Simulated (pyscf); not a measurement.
Elementary routes open to H₃C–F (SMILES CF) + BH₃ (SMILES B) in the gas phase (singlet surface):
A. H₂B–F (SMILES BF) + CH₄ (SMILES C) (B–H, C–F broken; B–F, C–H formed)
B. H₂B–CH₃ (SMILES BC) + HF (SMILES F) (C–F, C–H, B–H broken; B–C, C–H, F–H formed)

Structures and frequencies: ωB97X-D3(BJ)/def2-SVP in PySCF. Correlated levels are frozen-core, on RHF or UHF. ΔMP2 is the change of the MP2 total energy from the triple- to the quadruple-zeta basis.

### Question
Rank the routes by free-energy barrier at 1200 K, lowest first, for CCSD(T)/def2-TZVPP + ΔMP2(QZVPP) energies (ideal gas, 1 atm, RRHO with modes under 100 cm⁻¹ raised to 100, one conformer, R ln 2 for chiral ones without a mode under 150 cm⁻¹).

### Answer
A (78.5 kcal/mol), B (81.8 kcal/mol)

Route A is the fastest of these, ahead of the next by 3.3 kcal/mol. The most stable products are those of A (ΔG = -58.3 kcal/mol), so kinetics and thermodynamics agree. At 298 K A is still the fastest. A: On the reactant side the descent ends in a complex, 6.6 kcal/mol under the separated species and 47.1 kcal/mol under the saddle at ωB97X-D3(BJ)/def2-TZVP. Only these routes are compared; each barrier is that of the saddle found, and lower ones may exist. The CCSD(T) − MP2 part came from Ansatz, without density fitting, on the same reference.
